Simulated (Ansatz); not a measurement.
Geometry optimisation, RKS PBE-D4/def2-SVP (Ansatz).

Input:

```yaml
crystal:
  periodic: [false, false, false]
  atoms:
    - { symbol: B, position_ang: [-0.004837, 0.248753, -0.007783] }
    - { symbol: H, position_ang: [-0.003529, 0.412645, 1.185573] }
    - { symbol: H, position_ang: [1.0517, 0.240239, -0.600835] }
    - { symbol: H, position_ang: [-1.064981, 0.172678, -0.58957] }
    - { symbol: Cl, position_ang: [0.092112, -2.60642, 1.069697] }
    - { symbol: H, position_ang: [0.058435, -1.391594, 1.632617] }
basis:
  gaussian: { orbitals: def2-SVP }
hamiltonian:
  xc: pbe
  dispersion: d4
relax:
  f_tol: 0.03
  max_steps: 50
```

Launched with:

```bash
$ ansatz run input.yaml --threads 1 --pin off --max-ram 2048MiB --backend cpu --events-out ev --progress --plain --runs-dir out
```

Q: Where does it end, and by what steps?

A: It converged. The force dipped under the threshold on the way, but the program's further checks kept it going. After 20 steps the energy has fallen by 0.219 eV; Cl5 moved furthest, 0.80 Å.

| step | energy less start (eV) | largest force component (eV/Å) | accepted |
| --- | --- | --- | --- |
| 0 | 0.0000 | 0.937 | yes |
| 1 | -0.0577 | 0.655 | yes |
| 2 | -0.0972 | 0.686 | yes |
| 3 | -0.1051 | 0.581 | yes |
| 4 | -0.1227 | 0.061 | yes |
| 5 | -0.1304 | 0.069 | yes |
| 6 | -0.1529 | 0.323 | yes |
| 7 | -0.1652 | 0.805 | yes |
| 8 | -0.1934 | 0.072 | yes |
| 9 | -0.1818 | 0.212 | no |
| 10 | -0.1985 | 0.028 | yes |
| 11 | -0.1988 | 0.085 | yes |
| 12 | -0.1993 | 0.003 | yes |
| 13 | -0.1993 | 0.039 | yes |
| 14 | -0.1994 | 0.007 | yes |
| 15 | -0.1994 | 0.009 | yes |
| 16 | -0.1999 | 0.174 | yes |
| 17 | -0.2012 | 0.176 | yes |
| 18 | -0.2031 | 0.326 | yes |
| 19 | -0.2138 | 0.075 | yes |
| 20 | -0.2188 | 0.018 | yes |

```xyz
6
Properties=species:S:1:pos:R:3
B 0.035 0.122 0.037
H 0.186 0.756 1.067
H 0.950 0.108 -0.766
H -1.095 -0.079 -0.372
Cl 0.454 -1.925 0.871
H -0.401 -1.906 1.852
```

The run took 7.6 s on 1 thread of AMD EPYC 9R45 96-Core Processor (Zen 5) (shared host), peak memory 0.12 GiB.
